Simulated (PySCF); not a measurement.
# The bond of S₂−, level by level

One table from this session's results is given with a row withheld; the runs are named, their logs left out.

Method: S def2-SVPD, no relativity; program: PySCF 2.14.0.

Set-up of the first run:

The job is set up so:

* atoms: S, S
* charge: -1
* basis: S def2-SVPD
* Hamiltonian: no relativity
* basis functions: 54
* electrons treated: 33
* masses in u: 31.9721, 31.9721
* levels: PBE0, PBE, r²SCAN, PBEsol, TPSS, BLYP, HSE06, HF, MP2, SCS-MP2, CCSD, CCSD(T)
* grid: 80 radial by 434 angular points
* occupations: held fixed by the projection of orbital angular momentum
* dissociation limit: S + S−, each in its ground configuration
* starting distance in angstrom: 2.070
* values of 2S to try: 1, 3

Launch:

```console
$ OMP_NUM_THREADS=1 python dia.py task.json out
```

Among the steps run: The job; The PBE0 curve of the state that the search chose; Higher solutions at PBE0; PBE (GGA); r²SCAN (meta-GGA); PBEsol; TPSS (meta-GGA); BLYP; HSE06; UHF; MP2 and coupled cluster.

One table of the session follows, with a row left open; its other results are not shown here.

Energy (eV) from each level's lowest point:

| R (Å) | UHF | UHF-MP2 | UHF-SCS-MP2 | UHF-CCSD | UHF-CCSD(T) |
| --- | --- | --- | --- | --- | --- |
| 1.742 | 1.251 | 1.387 | 1.409 | n/a | n/a |
| 1.823 | 0.521 | 0.633 | 0.646 | 0.655 | 0.695 |
| 1.904 | 0.139 | 0.215 | 0.221 | 0.225 | 0.253 |
| 1.965 | 0.017 | 0.058 | 0.061 | 0.063 | 0.079 |
| 2.026 | 0.000 | 0.000 | 0.000 | 0.000 | 0.003 |
| 2.087 | ? | ? | ? | ? | ? |
| 2.168 | 0.231 | 0.111 | 0.107 | 0.109 | 0.076 |
| 2.269 | 0.537 | 0.312 | 0.307 | 0.315 | 0.253 |
| 2.391 | 0.983 | 0.614 | 0.609 | 0.633 | 0.532 |
| 2.553 | 1.637 | 1.047 | 1.044 | n/a | n/a |

Estimate the missing values for R (Å) = 2.087.

Worked estimate for «UHF». A straight line through the neighbours (2.026, 0.000) and (2.168, 0.231) gives 0.000 + (0.231 − 0.000) × (2.087 − 2.026) / (2.168 − 2.026) = 0.099; a parabola fitted to 4 rows on both sides gives 0.068.

The run gave: UHF: 0.061; UHF-MP2: 0.014; UHF-SCS-MP2: 0.012; UHF-CCSD: 0.011; UHF-CCSD(T): 0.000. In «UHF» the line misses by +0.038 and the parabola by +0.007.
